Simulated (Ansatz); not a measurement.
Basis-set extrapolation for BFO, SMILES `O=BF` (PBE0-D4/def2-TZVP geometry, frozen core, Ansatz 0.2.0). Multiplicity 1, RHF reference.

|  | cc-pV(T+d)Z | cc-pV(Q+d)Z |
| --- | --- | --- |
| HF | -199.155546 | -199.171931 |
| MP2 correlation | -0.570564 | -0.618440 |
| CCSD(T) correlation | -0.588309 | -0.634577 |

Energies in hartree. Use E(X) = E(∞) + A·exp(−5.46·√X) for Hartree–Fock and E(X) = E(∞) + B·X^(−3.05) for correlation, with X = 3 and 4.

Question: What is the CCSD(T) energy at the basis-set limit?

Answer: HF limit: -199.171931 + (-0.016385) × 0.30130 = -199.17687. Correlation limit: -0.634577 + (-0.046268) × 0.71189 = -0.66751. Total: -199.84438 hartree, 2.74 eV below CCSD(T)/cc-pV(T+d)Z.
